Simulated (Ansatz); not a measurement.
## Ansatz (development build ahead of 0.2.0) run

```yaml
crystal:
  periodic: [false, false, false]
  atoms:
    - { symbol: S, position_ang: [-0.02993, 0.01987, -0.02271] }
    - { symbol: O, position_ang: [1.20157, -0.02719, 0.02249] }
    - { symbol: O, position_ang: [-0.63512, 1.09547, -0.01092] }
    - { symbol: O, position_ang: [-0.62891, -1.08766, 0.02891] }
basis:
  gaussian: { orbitals: def2-SVP }
hamiltonian:
  xc: hf
```

The input is written out in the form of the current development build from the run's settings.

Results

- Converged: yes
- Total energy: -621.48774 hartree
- Spin squared of the determinant: 0.000

Caution: no unrestricted run beside it, a lower state can exist.
